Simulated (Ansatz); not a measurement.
# C3H3Cl: the cost of one run

Computed with Ansatz 0.2.0, Gaussian basis. Level: the settings change from run to run.

### Step 1. The molecule

An earlier PBE0-D4 in a triple-zeta def2 set relaxation fixed the geometry.

SMILES `ClC1C=C1`, 7 atoms, charge 0, spin multiplicity 1.

Atoms are counted from 1 here; the program's logs count them from 0.

Bond lengths: Cl1–C2 1.799 Å, C2–C3 1.464 Å, C2–C4 1.464 Å, C2–H5 1.085 Å, C3–C4 1.296 Å, C3–H6 1.077 Å, C4–H7 1.077 Å. Angles: Cl1–C2–C3 119.8°, Cl1–C2–C4 119.8°, Cl1–C2–H5 107.8°, C3–C2–C4 52.5°, C3–C2–H5 124.0°, C4–C2–H5 124.0°, C2–C3–C4 63.7°, C2–C3–H6 145.7°, C4–C3–H6 150.4°, C2–C4–C3 63.7°, C2–C4–H7 145.7°, C3–C4–H7 150.5°.

Geometry (Å):

```xyz
7
C3H3Cl
Cl   -2.03479   -0.50325   -0.53591
C    -0.33758    0.09372   -0.57157
C     0.29732    0.55652    0.66397
C     0.69146   -0.59211    0.21246
H    -0.16198    0.53709   -1.54625
H     0.32154    1.32462    1.41811
H     1.28523   -1.48458    0.31349
```

### Step 2. PBE/aug-cc-pVTZ

This run has charge -1, multiplicity 2.

in.yaml

```yaml
crystal:
  periodic: [false, false, false]
  atoms:
    - {symbol: Cl, position_ang: [-2.034794, -0.503249, -0.535906]}
    - {symbol: C, position_ang: [-0.337578, 0.093716, -0.571569]}
    - {symbol: C, position_ang: [0.297324, 0.556522, 0.663966]}
    - {symbol: C, position_ang: [0.691462, -0.592108, 0.212459]}
    - {symbol: H, position_ang: [-0.161984, 0.537085, -1.546247]}
    - {symbol: H, position_ang: [0.321540, 1.324618, 1.418111]}
    - {symbol: H, position_ang: [1.285231, -1.484584, 0.313485]}
basis:
  gaussian: {orbitals: aug-cc-pVTZ}
total_charge: -1
magnetization: {spin_polarized: true, initial_magnetization: 1}
hamiltonian: {xc: {name: PBE}}
```

Command:

```
ansatz run in.yaml --threads 2 --pin off --events-out ev --progress --plain --max-ram 4352MiB
```

Q: Estimate wall time and peak memory on 2 threads of Arm Neoverse V1, shared host.

About 80 s, with a peak of 0.96 GiB.
